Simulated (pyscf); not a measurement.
Single points on ωB97X-D3(BJ)/def2-SVP structures (PySCF, gas phase).

Task: Estimate the classical barrier height and the reaction energy of F–Au (SMILES [F][Au]) + SiH₄ (SMILES [SiH4]) → AuH (SMILES [AuH]) + F–SiH₃ (SMILES F[SiH3]) at ωB97M-D3(BJ)/def2-TZVP. The step runs on the singlet surface, breaks Au–F, H–Si and forms Au–H, F–Si; take the separated reactants as zero.

Result: ΔE‡ = -0.7 kcal/mol, ΔE = -56.6 kcal/mol. Zero-point energy shifts the barrier by +0.8 kcal/mol. It is a four-centre exchange, with an imaginary mode of 235i cm⁻¹. On the reactant side the descent ends in a complex, 4.1 kcal/mol under the separated species and 1.6 kcal/mol under the saddle at ωB97X-D3(BJ)/def2-TZVP. On the product side the descent ends in a bound adduct (not fully relaxed), 11.1 kcal/mol under the separated species and 63.4 kcal/mol under the saddle at ωB97X-D3(BJ)/def2-TZVP. At ωB97M-D3(BJ) the saddle lies under the separated reactants, which points to a path from their complex (located at ωB97X-D3(BJ) alone). The reactants may also form a dative adduct at F–Au; it and routes through it were not searched. One saddle was located; it need not be the lowest between these sides. Elements past Kr carry the def2 core potentials, without spin-orbit coupling.
